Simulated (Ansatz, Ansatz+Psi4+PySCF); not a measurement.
```
atom    x (Å)    y (Å)    z (Å)
   C   0.0059   0.0013  -1.9580
   C   0.0076  -0.0008  -0.6386
   C   0.0044   0.0089   0.6452
   C  -0.0029  -0.0053   1.9420
```

Basis set: cc-pVTZ (spherical functions). Left uncorrelated: 4 orbitals. Correlation on ROHF uses semicanonical orbitals with singles. Charge 0, multiplicity 3.

Computed with Ansatz (development build ahead of 0.2.0); each method stands on the lowest determinant of its kind that the runs found.

The atomization energy at this shape (free ground-state atoms in the same class of orbitals less the molecule, no zero-point energy) of triplet C4:

```tsv
method	atomization energy
UHF-CCSD(T)	1750.2 kJ/mol
UHF-CCSD	1682.4 kJ/mol
ROHF-MP2	1815.5 kJ/mol
UHF-MP2	1799.9 kJ/mol
ROHF-CCSD	1676.7 kJ/mol
```

Question: What does ROHF give?

Answer: 1205.2 kJ/mol. Caution for UHF-CCSD(T), UHF-CCSD, UHF-MP2: large share of triples, a single reference is doubtful; the unrestricted determinant is spin contaminated. Caution for UHF-CCSD(T), UHF-CCSD: the program doubts this total. Caution for ROHF-MP2, ROHF-CCSD, ROHF: an unrestricted determinant lies well below. Caution for ROHF-MP2: another reference gives a lower total. Caution for ROHF-MP2, ROHF-CCSD: large amplitudes, a single reference is doubtful.
